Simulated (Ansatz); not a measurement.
A calculation with Ansatz (development build ahead of 0.2.0).

```yaml
crystal:
  periodic: [false, false, false]
  atoms:
    - { symbol: F, position_ang: [0.0, 0.61048, -1.07902] }
    - { symbol: B, position_ang: [0.0, 0.0, 0.0] }
    - { symbol: F, position_ang: [0.0, 0.61048, 1.07902] }
basis:
  gaussian: { orbitals: def2-SVP }
magnetization:
  spin_polarized: true
  initial_magnetization: 1
hamiltonian:
  xc: hf
correlation:
  method: ccsd_t
  frozen_orbitals: { B: 1, F: 1 }
```

The input is written out in the form of the current development build from the run's settings.

The run gave:

```json
{"Converged": "yes", "Reference energy": "-223.42793 hartree", "Correlation energy": "-0.43855 hartree", "Total energy": "-223.86647 hartree", "Stability test": "minimum"}
```
